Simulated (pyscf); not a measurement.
PySCF, gas phase, ωB97X-D3(BJ)/def2-SVP geometries.

Task: For the elementary gas-phase step HO–Nb(F)(F)(F)–Cl + hydrogen fluoride (HF) → HO–Nb(F)(F)(F)–F + hydrogen chloride (HCl) (singlet surface; Cl–Nb, F–H broken, F–Nb, Cl–H formed), what barrier and reaction energy does ωB97M-D3(BJ)/def2-TZVP give, measured from the separated reactants?

Result: ΔE‡ = -1.8 kcal/mol, ΔE = -7.2 kcal/mol. Zero-point energy shifts the barrier by -1.2 kcal/mol. It is a four-centre exchange, with an imaginary mode of 615i cm⁻¹. On the reactant side the descent ends in an adduct with a F–Nb contact, 9.6 kcal/mol under the separated species and 7.4 kcal/mol under the saddle at ωB97X-D3(BJ)/def2-TZVP. On the product side the descent ends in an adduct with a Cl–Nb contact, 9.2 kcal/mol under the separated species and 11.0 kcal/mol under the saddle at ωB97X-D3(BJ)/def2-TZVP. At ωB97M-D3(BJ) the saddle lies under the separated reactants, which points to a path from their complex (located at ωB97X-D3(BJ) alone). What is counted as formed (F–Nb) is already present as a longer contact in the reactant adduct; forming that adduct is a step of its own. What is counted as broken (Cl–Nb) persists as a longer contact in the product adduct; parting that adduct is a step of its own. One saddle was located; it need not be the lowest between these sides. Elements past Kr carry the def2 core potentials, without spin-orbit coupling.
